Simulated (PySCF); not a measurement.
## SiH₃⁺: fields on a plane

Computed with PBE0/[Si def2-TZVP, H def2-TZVP], no relativity, density fitting, PySCF.

The singlet minimum has Si–H 1.472 Å (×3); H–Si–H 120.0° (×3).

The plane holds Si1 at (0.00, 0.00), H2 at (1.47, 0.00), H3 at (-0.74, 1.27), H4 at (-0.74, -1.27) Å. Columns run from x = -2.85 to 3.75 Å, rows from y = 3.45 (top) to -3.15 Å, in steps of 0.3 Å. Other isomers or separated fragments may lie lower.

Problem. Give the electron density (e/Å³) (cut at 5 e/Å³). Every second row and column.

Solution. 
```
0.00 0.00 0.00 0.00 0.00 0.00 0.00 0.00 0.00 0.00 0.00 0.00
0.00 0.00 0.00 0.00 0.00 0.00 0.00 0.00 0.00 0.00 0.00 0.00
0.00 0.00 0.01 0.03 0.03 0.01 0.00 0.00 0.00 0.00 0.00 0.00
0.00 0.00 0.03 0.28 0.40 0.10 0.02 0.01 0.00 0.00 0.00 0.00
0.00 0.00 0.06 0.70 1.20 0.35 0.12 0.07 0.02 0.00 0.00 0.00
0.00 0.00 0.05 0.32 0.93 2.55 0.56 0.59 0.15 0.01 0.00 0.00
0.00 0.00 0.04 0.24 2.56 5.00 0.86 1.55 0.27 0.02 0.00 0.00
0.00 0.00 0.06 0.48 0.99 0.50 0.28 0.20 0.06 0.01 0.00 0.00
0.00 0.00 0.05 0.67 1.03 0.21 0.05 0.02 0.01 0.00 0.00 0.00
0.00 0.00 0.02 0.08 0.11 0.04 0.01 0.00 0.00 0.00 0.00 0.00
0.00 0.00 0.00 0.01 0.01 0.00 0.00 0.00 0.00 0.00 0.00 0.00
0.00 0.00 0.00 0.00 0.00 0.00 0.00 0.00 0.00 0.00 0.00 0.00
```

Problem. Give the electrostatic potential (V) (cut at 20 V). Every second row and column.

Solution. 
```
 3.2  3.5  3.8  4.0  4.1  4.1  4.0  3.8  3.6  3.3  3.0  2.8
 3.6  4.0  4.5  4.9  5.0  4.9  4.7  4.4  4.1  3.7  3.4  3.0
 4.0  4.6  5.5  6.7  6.9  6.2  5.8  5.2  4.7  4.1  3.7  3.3
 4.3  5.2  7.0 15.3 16.0  8.6  7.5  6.3  5.4  4.6  4.0  3.5
 4.6  5.6  7.7 20.0 20.0 17.0 12.0  8.1  6.5  5.3  4.3  3.7
 4.8  5.9  8.0 14.7 20.0 20.0 20.0 17.0 10.5  6.1  4.6  3.8
 4.8  6.0  8.3 17.2 20.0 20.0 20.0 20.0 14.8  6.4  4.7  3.9
 4.7  5.8  7.7 14.0 20.0 20.0 17.1 10.1  7.7  5.7  4.5  3.8
 4.5  5.4  7.5 20.0 20.0 11.1  9.1  7.1  5.9  4.9  4.2  3.6
 4.1  4.9  6.2  9.1  9.2  7.1  6.5  5.7  5.0  4.4  3.8  3.4
 3.8  4.3  4.9  5.6  5.7  5.5  5.2  4.8  4.3  3.9  3.5  3.1
 3.4  3.7  4.1  4.4  4.5  4.5  4.3  4.1  3.8  3.5  3.2  2.9
```
